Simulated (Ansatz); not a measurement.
A single point on C$_{3}$H$_{5}$NO, SMILES `COC1=NC1`.

```yaml
crystal:
  periodic: [false, false, false]
  atoms:
    - {symbol: C, position_ang: [-1.384991, -1.047185, -0.212443]}
    - {symbol: O, position_ang: [-0.912652, 0.207974, 0.293805]}
    - {symbol: C, position_ang: [0.368472, 0.388572, 0.115193]}
    - {symbol: N, position_ang: [1.381815, -0.164034, -0.360977]}
    - {symbol: C, position_ang: [1.490454, 1.244254, 0.294444]}
    - {symbol: H, position_ang: [-2.451842, -1.072052, -0.006350]}
    - {symbol: H, position_ang: [-1.201169, -1.111804, -1.286214]}
    - {symbol: H, position_ang: [-0.878303, -1.870529, 0.293848]}
    - {symbol: H, position_ang: [2.004744, 1.294312, 1.251199]}
    - {symbol: H, position_ang: [1.666573, 2.079293, -0.379404]}
basis:
  gaussian: {orbitals: def2-TZVPP}
hamiltonian: {xc: pbe}
correlation: {method: rpa}
```

```sh
$ ansatz run in.yaml --threads 2 --pin off --events-out ev --progress --plain --max-ram 4352MiB
```

It prints (some lines left out):

```
Functional definition: PBE
1360 factors; integrals over basis functions are off by at most 1.0e-3 eV
mean field evaluation 1: about -6711.4219 eV, gradient 6.9e1 eV
mean field evaluation 2: about -6711.4136 eV, gradient 6.9e1 eV
mean field evaluation 4: about -6718.9843 eV, gradient 3.8e1 eV
mean field evaluation 8: about -6721.8275 eV, gradient 1.2e0 eV
mean field evaluation 16: about -6721.8296 eV, gradient 1.6e-4 eV
mean field -6721.82960180 eV, -247.0226816466 hartree, gradient 6.6e-6 eV, S^2 0.000000; 0 other end points of the search recorded, 0 dependent functions left out
5 core orbitals not correlated: weight in the atoms' cores, before any rotation towards them, 1.000 or more for the frozen orbitals, at most 0.000 for the correlated occupied ones
reference -6688.07112422 eV, -245.7820804775 hartree; 14, 14 occupied and 206, 206 virtual orbitals, 1360 factors
Total energy: -6727.77598038 eV, -247.2412070285 hartree
```

Run time 7 s (2 threads of an Arm Neoverse V1 on a shared host); peak host memory 0.48 GiB.
